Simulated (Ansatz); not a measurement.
**B2H2O: two geometries relaxed**

Are the two ends of the shift of H4 from B1 to B2 separate minima, and which lies lower? Each is relaxed from a guess. SMILES of the start: BB=O.

Method: RKS CAM-B3LYP/def2-SVP, in Ansatz 0.2.0.

## 1. The structure to begin with

Bond lengths: B1–B2 1.635 Å, B2–O3 1.193 Å, B1–H4 1.170 Å, B1–H5 1.169 Å. Angles: B1–B2–O3 179.8°, B2–B1–H4 121.7°, B2–B1–H5 121.8°, H4–B1–H5 116.5°.

As a file:

```xyz
5

B    -0.3655    0.3838   -0.3703
B     0.5572   -0.5860    0.5693
O     1.2334   -1.2943    1.2509
H    -0.9354   -0.0278   -1.3052
H    -0.4898    1.5244   -0.1448
```

## 2. End point A

input.yaml reads:

```yaml
crystal:
  periodic: [false, false, false]
  atoms:
    - { symbol: B, position_ang: [-0.36552, 0.38376, -0.37026] }
    - { symbol: B, position_ang: [0.55722, -0.58601, 0.56929] }
    - { symbol: O, position_ang: [1.23341, -1.2943, 1.25088] }
    - { symbol: H, position_ang: [-0.93535, -0.02785, -1.30515] }
    - { symbol: H, position_ang: [-0.48975, 1.5244, -0.14476] }
basis:
  gaussian: { orbitals: def2-SVP }
hamiltonian:
  xc: cam_b3lyp
relax:
  f_tol: 0.02
  max_steps: 50
output:
  orbitals: {}
```

On the command line:

```
ansatz run input.yaml --threads 1 --pin off --max-ram 2048MiB --backend cpu --events-out ev --progress --plain --runs-dir out
```

Log (excerpt; [...] marks lines left out):

```text
Warning: RAYON_NUM_THREADS=1 ignored (pool sized by the plan → 1); use --threads N
[...]
Functional definition: CAM-B3LYP
[...]
574 factors; integrals over basis functions are off by at most 2.9e-4 eV
164 factors; integrals over basis functions are off by at most 1.8e-6 eV
[...]
mean field -3427.94044339 eV, -125.9744877532 hartree, gradient 1.1e-5 eV, S^2 0.000000; 0 other end points of the search recorded, 0 dependent functions left out
[...]
reference -3427.94054361 eV, -125.9744914362 hartree; 10, 10 occupied and 42, 42 virtual orbitals, 574 factors
relax step   1: F+E_penalty+E_count = -3427.94044339 eV  Δ(F+E_penalty+E_count) = +0.000e0 eV  max|allowed force component| = 8.164e-1 eV/Å  Δτ_max = 0.0000 Å  (23 SCF iters, accepted)
[...]
relax step   2: F+E_penalty+E_count = -3427.98768644 eV  Δ(F+E_penalty+E_count) = -4.724e-2 eV  max|allowed force component| = 1.995e-1 eV/Å  Δτ_max = 0.0320 Å  (26 SCF iters, accepted)
[...]
relax step   3: F+E_penalty+E_count = -3427.99178404 eV  Δ(F+E_penalty+E_count) = -4.098e-3 eV  max|allowed force component| = 1.777e-2 eV/Å  Δτ_max = 0.0127 Å  (27 SCF iters, accepted)
574 factors; integrals over basis functions are off by at most 3.5e-4 eV
164 factors; integrals over basis functions are off by at most 1.9e-6 eV
[...]
mean field -3427.99178404 eV, -125.9763744871 hartree, gradient 2.2e-5 eV, S^2 0.000000; 1 other end points of the search recorded, 0 dependent functions left out
[...]
reference -3427.99188502 eV, -125.9763781982 hartree; 10, 10 occupied and 42, 42 virtual orbitals, 574 factors
Total energy: -3427.99188502 eV, -125.9763781982 hartree
Atom 0 at    -0.379980     0.396371    -0.382513 Å, force     0.017379     0.008641    -0.017767 eV/Å
Atom 1 at     0.569184    -0.598361     0.580463 Å, force    -0.001382    -0.006646     0.006001 eV/Å
Atom 2 at     1.249348    -1.310267     1.267466 Å, force     0.001022    -0.000340     0.002376 eV/Å
Atom 3 at    -0.952049    -0.052760    -1.338186 Å, force    -0.008804    -0.001441     0.004072 eV/Å
Atom 4 at    -0.486494     1.565017    -0.127230 Å, force    -0.008214    -0.000214     0.005318 eV/Å
Dipole moment:    -0.332957     0.347508    -0.335142 e Å
```

Run time: 3.1 s. Hardware: 1 thread of Intel Xeon Platinum 8488C (Sapphire Rapids), shared host; peak memory 0.13 GiB.

Step by step:

```tsv
step	energy from step 1 (eV)	largest force component (eV/Å)
1	0.0000	0.8164
2	-0.0472	0.1995
3	-0.0513	0.0178
```

Step 1 is the start.

After: Bond lengths: B1–B2 1.679 Å, B2–O3 1.201 Å, B1–H4 1.201 Å, B1–H5 1.201 Å. Angles: B1–B2–O3 179.9°, B2–B1–H4 120.3°, B2–B1–H5 120.3°, H4–B1–H5 119.4°.

## 3. End point B

The second end starts from a geometry with the move made by hand.

input.yaml: that of step 2 with these lines changed.

```diff
@@ -6,3 +6,3 @@
     - { symbol: O, position_ang: [1.23341, -1.2943, 1.25088] }
-    - { symbol: H, position_ang: [-0.93535, -0.02785, -1.30515] }
+    - { symbol: H, position_ang: [-0.47785, -0.27071, 1.0144] }
     - { symbol: H, position_ang: [-0.48975, 1.5244, -0.14476] }
@@ -15,3 +15 @@
   max_steps: 50
-output:
-  orbitals: {}
```

On the command line:

```
ansatz run input.yaml --threads 1 --pin off --max-ram 2048MiB --backend cpu --events-out ev --progress --plain --runs-dir out
```

Log (excerpt; [...] marks lines left out):

```text
Warning: RAYON_NUM_THREADS=1 ignored (pool sized by the plan → 1); use --threads N
[...]
[... 1 set-up line as earlier in the session ...]
[...]
575 factors; integrals over basis functions are off by at most 3.4e-4 eV
164 factors; integrals over basis functions are off by at most 1.9e-6 eV
[...]
mean field -3424.04557497 eV, -125.8313539785 hartree, gradient 5.7e-5 eV, S^2 0.000000; 0 other end points of the search recorded, 0 dependent functions left out
[...]
reference -3424.04566813 eV, -125.8313574021 hartree; 10, 10 occupied and 42, 42 virtual orbitals, 575 factors
relax step   1: F+E_penalty+E_count = -3424.04557497 eV  Δ(F+E_penalty+E_count) = +0.000e0 eV  max|allowed force component| = 3.644e0 eV/Å  Δτ_max = 0.0000 Å  (28 SCF iters, accepted)
[...]
relax step   3: F+E_penalty+E_count = -3425.66805857 eV  Δ(F+E_penalty+E_count) = -5.634e-1 eV  max|allowed force component| = 1.832e0 eV/Å  Δτ_max = 0.1960 Å  (32 SCF iters, accepted)
[...]
575 factors; integrals over basis functions are off by at most 6.3e-4 eV
164 factors; integrals over basis functions are off by at most 2.0e-6 eV
mean field -3427.99182392 eV, -125.9763759527 hartree, gradient 7.3e-5 eV, S^2 0.000000; 1 other end points of the search recorded, 0 dependent functions left out
[...]
reference -3427.99192263 eV, -125.9763795801 hartree; 10, 10 occupied and 42, 42 virtual orbitals, 575 factors
Total energy: -3427.99192263 eV, -125.9763795801 hartree
Atom 0 at    -0.375889     0.423819     0.382761 Å, force     0.005868    -0.002915     0.001768 eV/Å
Atom 1 at     0.796417    -0.761192     0.585759 Å, force     0.001079    -0.002229     0.000161 eV/Å
Atom 2 at     1.634453    -1.608598     0.731323 Å, force    -0.003386     0.003873    -0.000991 eV/Å
Atom 3 at    -1.253623     0.552242     1.192259 Å, force    -0.002674     0.000661     0.000487 eV/Å
Atom 4 at    -0.343847     1.150869    -0.572553 Å, force    -0.000887     0.000610    -0.001425 eV/Å
Dipole moment:    -0.409575     0.414024    -0.071138 e Å
```

It took 8.9 s on 1 thread of Intel Xeon Platinum 8488C (Sapphire Rapids), shared host; peak memory 0.21 GiB.

The steps of the relaxation:

```tsv
step	energy from step 1 (eV)	largest force component (eV/Å)
1	0.0000	3.6443
2	-1.0591	2.2229
3	-1.6225	1.8321
4	-2.5156	1.4965
5	-3.1786	1.7154
6	-3.5495	0.8086
7	-3.7946	2.4257
8	-3.9439	0.3186
9	-3.9461	0.0456
10	-3.9462	0.0059
```

Step 1 is the start.

After: Bond lengths: B1–B2 1.679 Å, B2–O3 1.201 Å, B1–H4 1.201 Å, B1–H5 1.201 Å. Angles: B1–B2–O3 180.0°, B2–B1–H4 120.3°, B2–B1–H5 120.3°, H4–B1–H5 119.4°.

Pairs that crossed the distance rule for bonds on the way: came closer B1–H4; moved apart B2–H4.

## 4. Summary of results

| quantity | value |
| --- | --- |
| end A | 2 moves, 0.051 eV lower |
| end B | 9 moves, 3.946 eV lower |
| largest difference between the ends | 0.00 Å |
| end B relative to end A | -0.000 eV |

In words: Both starts fell into the same minimum (no atom differs by more than 0.00 Å), so from this start no second minimum was found and no band was run; another arrangement could still be one.
